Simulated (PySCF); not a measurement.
# C3H6OS: the cost of one run

Computed with PySCF 2.14.0, with density-fitted response routines of our own, on a single molecule, in the gas phase or a continuum. Atoms are numbered from 0 throughout.

### 1 Starting geometry

11 atoms, charge 0, multiplicity 1; geometry from: GFN2-xTB. The atoms were then displaced at random by about 0.01 Å, so the start is not that level's minimum.

Bonds of the start (Å): C0–C1 1.35, C1–S2 1.83, S2–C3 1.82, S2–O4 1.47, C0–H5 1.06, C0–H6 1.07, C1–H7 1.08, C3–H8 1.07, C3–H9 1.08, C3–H10 1.13.

### 2 Geometry optimisation at PBE0-D3(BJ)/def2-TZVP

Job settings and geometry (Å):

```
{"job": {"xc": "PBE0", "basis": "def2-TZVP", "d3": "d3bj", "grid": 2, "shake": 0.01, "kind": "geom"}, "charge": 0, "multiplicity": 1}
C      1.893190    -0.177310    -0.252870
C      0.783380     0.526100    -0.553980
S     -0.446940     0.910100     0.740420
C     -1.661550    -0.242540     0.039850
O      0.069840     0.270390     1.956510
H      2.633130    -0.393080    -0.977380
H      2.024000    -0.497090     0.757180
H      0.562780     0.943010    -1.524440
H     -1.272530    -1.234930    -0.005700
H     -1.993730     0.120040    -0.922060
H     -2.553460    -0.250520     0.726820
```

Command:

```
OMP_NUM_THREADS=2 python probes_run.py task.json out
```

One launch serves the whole session: the jobs run in the order shown.

Q: Estimate the wall time and peak memory of this first job on 2 threads of Intel Xeon Platinum 8488C, shared host.

About 45 s, with a peak of 0.95 GiB.
